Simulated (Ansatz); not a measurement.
1T (CdI2-type) SnSe2: PBE at its full settings (plane-wave cutoff 520 eV, 12×12×6 k mesh (along the axes of the cell as run), Fermi–Dirac smearing 0.01 eV, scalar-relativistic PAW data made under PBE) and at cheaper ones, in a cell of 3 atoms with Γ-centred meshes.

| level and setting | equilibrium lattice constant a (Å) | lattice parameter c (Å) | bulk modulus (GPa) |
|---|---|---|---|
| PBE (Ansatz) | 3.872 | 6.964 | 3.0 |
| PBE (300 eV cutoff) (Ansatz) | 3.874 | 6.955 | 3.0 |
| PBE (Γ point alone) (Ansatz) | 6.278 | 1.901 | 24.4 |
| PBE (2×2×2 k mesh) (Ansatz) | 4.309 | 4.421 | 60.9 |
| PBE (6×6×6 k mesh) (Ansatz) | 3.876 | 6.985 | 2.8 |

Largest shifts from the full settings: lattice constant a +62 % (PBE (Γ point alone)); lattice parameter c -73 % (PBE (Γ point alone)), against a difference of +13.4 % of the full result from the reference 6.14 Å (measured, temperature not stated, no zero-point or thermal correction; as tabulated in Gonzalez and Oleynik (2016), arXiv:1609.04381); bulk modulus +1930 % (PBE (2×2×2 k mesh)).

Caveats: the cell comes from a level without a dispersion term, which matters for the spacing of layers, chains or molecules (PBE, PBE (300 eV cutoff), PBE (Γ point alone), PBE (2×2×2 k mesh), PBE (6×6×6 k mesh)). Ansatz's density-functional and Hartree–Fock values are scalar-relativistic unless marked +SOC, with PAW data made under PBE.

Run with cheap settings on purpose, which may leave them unconverged: PBE (2×2×2 k mesh), PBE (300 eV cutoff), PBE (6×6×6 k mesh), PBE (Γ point alone).

Ansatz is a quantum-chemistry and plane-wave program.
